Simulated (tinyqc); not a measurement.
Inside a calculation. Method: Hueckel theory of the pi electrons with the omega technique, for the molecule [CH2]C(=C)F (SMILES; centres numbered as the heavy atoms are written). Computed by tinyqc, a small Python program that keeps every step. Settings: charge = 0, omega = 0.6, damping = 0. Command: `OMP_NUM_THREADS=1 python tinyqc.py 28277 28278 out.jsonl` (the two numbers bound the seeds that draw the settings). One thread of a shared host (Intel(R) Xeon(R) Processor @ 2.60GHz), about 0.01 s of CPU time with the checks.

## The Hueckel matrix

Centres:
```
centre  z_r, pi electrons of the neutral centre        h
1C                                            1  0.00000
2C                                            1  0.00000
3C                                            1  0.00000
4F                                            2  3.00000
```

Bonds:
```
i  j        k
1  2        1
2  3        1
2  4  0.70000
```

H_rr = alpha + h_r beta, H_rs = k_rs beta for bonded centres.

Hueckel matrix in units of beta (H = alpha + beta A):
```
         1C       2C       3C       4F
1C  0.00000  1.00000  0.00000  0.00000
2C  1.00000  0.00000  1.00000  0.70000
3C  0.00000  1.00000  0.00000  0.00000
4F  0.00000  0.70000  0.00000  3.00000
```

## Orbitals, round 1

pi electrons, sum of z_r less the charge = 5

Diagonalise; E = alpha + x beta with beta < 0, so the largest x are filled first; degenerate levels share their electrons. P = sum n_i c_ri c_si; each orbital has its largest coefficient positive (the first on a tie).

x values: 3.19108  1.27900  0.00000  -1.47008

occupations: 2.00000  2.00000  1.00000  0.00000

coefficients:
```
        MO1       MO2       MO3       MO4
1C  0.08197   0.50595   0.70711  -0.48713
2C  0.26156   0.64711   0.00000   0.71612
3C  0.08197   0.50595  -0.70711  -0.48713
4F  0.95820  -0.26321   0.00000  -0.11214
```

charge and bond-order matrix P:
```
          1C       2C        3C        4F
1C   1.02541  0.69769   0.02541  -0.10926
2C   0.69769  0.97434   0.69769   0.16062
3C   0.02541  0.69769   1.02541  -0.10926
4F  -0.10926  0.16062  -0.10926   1.97485
```

## Omega technique, round 1

h_r = h_r(0) + omega q_r, omega = 0.6, with q_r = z_r - P_rr.

matrix after round 1:
```
          1C       2C        3C       4F
1C  -0.01524  1.00000   0.00000  0.00000
2C   1.00000  0.01540   1.00000  0.70000
3C   0.00000  1.00000  -0.01524  0.00000
4F   0.00000  0.70000   0.00000  3.01509
```

## Orbitals, round 2

As before.

x values: 3.20579  1.27877  -0.01524  -1.46932

occupations: 2.00000  2.00000  1.00000  0.00000

coefficients:
```
        MO1       MO2       MO3       MO4
1C  0.08107   0.50337   0.70711  -0.48995
2C  0.26112   0.65137   0.00000   0.71242
3C  0.08107   0.50337  -0.70711  -0.48995
4F  0.95848  -0.26260   0.00000  -0.11121
```

charge and bond-order matrix P:
```
          1C       2C        3C        4F
1C   1.01991  0.69809   0.01991  -0.10897
2C   0.69809  0.98492   0.69809   0.15845
3C   0.01991  0.69809   1.01991  -0.10897
4F  -0.10897  0.15845  -0.10897   1.97527
```

## Omega technique, round 2

As before.

matrix after round 2:
```
          1C       2C        3C       4F
1C  -0.01194  1.00000   0.00000  0.00000
2C   1.00000  0.00905   1.00000  0.70000
3C   0.00000  1.00000  -0.01194  0.00000
4F   0.00000  0.70000   0.00000  3.01484
```

## Convergence

Each round sets h_r = h_r(0) + omega (z_r - P_rr), keeping the share named as damping of the old diagonal; repeat until output and input diagonals agree to 1e-6.

Rounds:
```
round  sum n x  largest |h(out) - h(in)|
1      8.94017                  1.54e-02
2      8.95388                  6.35e-03
3      8.95388                  1.99e-03
4      8.95384                  6.21e-04
5      8.95385                  1.93e-04
6      8.95384                  6.02e-05
7      8.95385                  1.88e-05
8      8.95385                  5.84e-06
9      8.95385                  1.82e-06
10     8.95385                  5.67e-07
```

Converged in 10 rounds.

## Energy, charges, bond orders

final x values: 3.20529  1.27799  -0.01272  -1.47056

occupations: 2.00000  2.00000  1.00000  0.00000

final P:
```
          1C       2C        3C        4F
1C   1.02120  0.69802   0.02120  -0.10893
2C   0.69802  0.98239   0.69802   0.15881
3C   0.02120  0.69802   1.02120  -0.10893
4F  -0.10893  0.15881  -0.10893   1.97522
```

E = sum n x; q_r = z_r - P_rr; bond order p = P_rs; free valence = sqrt(3) - sum of p over the bonds of the atom.

pi energy = 5 alpha + this times beta = 8.95385

pi charges: 1C -0.02120, 2C 0.01761, 3C -0.02120, 4F 0.02478

Bond orders and lengths from R = 1.517 - 0.180 p (angstrom, C-C alone):
```
bond        p        R
1-2   0.69802  1.39136
2-3   0.69802  1.39136
2-4   0.15881        -
```

free valence of the carbons: 1C 1.03403, 2C 0.17720, 3C 1.03403

gap between the highest filled and the next level = 1.45785 |beta|
